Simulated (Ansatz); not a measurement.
Active spaces for C₃H₅ (charge +1), singlet

Computed with Ansatz's Gaussian-basis code (development build); CASPT2, NEVPT3, NEVPT4(SD) by development code. Basis aug-cc-pVDZ, nonrelativistic, 3 orbitals frozen in the corrections. State-specific CASSCF; RHF is the lowest restricted (open-shell) Hartree–Fock solution met. No symmetry is imposed, so a solution can break that of the shape. Lower solutions, or ones in other orbitals, may exist.

Geometry:

```xyz
8

C    -0.0538    0.4994    0.0133
C     0.0041   -0.1830   -1.1876
C     0.0425   -0.2415    1.1766
H    -0.1707    1.5777    0.0419
H     0.7774    0.0197   -1.9248
H    -0.7283   -0.9495   -1.4332
H     0.0050    0.2255    2.1578
H     0.1597   -1.3230    1.1447
```

Task: What do CASSCF and its corrections give against RHF in CAS(2,3), and what are the occupations?

Result: CASSCF -0.809 eV, SC-NEVPT2 -10.602 eV, FIC-NEVPT2 -10.610 eV, NEVPT3 -11.444 eV, NEVPT4(SD) -11.837 eV, CASPT2 (IPEA 0) -10.526 eV; occupations 1.90, 0.08, 0.02. The MRCI reference weight is 0.888.

Task: How do single-reference totals in the same basis and frozen core stand against SC-NEVPT2 in CAS(2,3)?

Result: CCSD(T) -1.384 eV. Coupled cluster stands on the determinant that it favours, which can lie over the RHF solution above, and is in doubt where the occupations are far from 0, 1 and 2.

Task: Roughly how much CPU time does a whole run from the default start take (median of such runs, summed over threads; nearly all runs on one pinned thread of a shared server, mostly Xeon at 2.3 to 2.6 GHz, by a development driver)?

Result: CAS(2,3): about 10 s. Other jobs ran beside these, and the count of passes differs.
